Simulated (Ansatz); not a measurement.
## Ansatz input wanted

The species is SiS (2 atoms), meant as a singlet with charge 0. As SMILES, `[Si-]#[S+]`. Geometry: optimised at MP2/def2-SVP.

```xyz
2

Si    0.0000    0.0000   -0.0078
S     0.0000    0.0000    1.9371
```

Settings wanted:

- basis set: def2-SVP
- task: frequencies
- method: MP2
- dispersion: none
- reference: RHF
- accuracy: high
- frozen core orbitals: 10

Task: Give an Ansatz 0.2.0 job that does this.

Result: One that was run (others would do as well):

molecule.yaml:
```yaml
basis:
  gaussian: {orbitals: def2-SVP}
crystal:
  periodic: [false, false, false]
  atoms:
    - {symbol: Si, position_ang: [-0.000000, -0.000000, -0.007803]}
    - {symbol: S, position_ang: [0.000000, 0.000000, 1.937124]}
correlation: {method: mp2}
accuracy: high
phonons: {}
```

```bash
$ ansatz run molecule.yaml --threads 1 --pin off --max-ram 3480MiB --events-out events.jsonl --progress --plain --runs-dir runs
```

Calculated total energy: -686.45906 Eh, largest force 0.000 eV/Å.
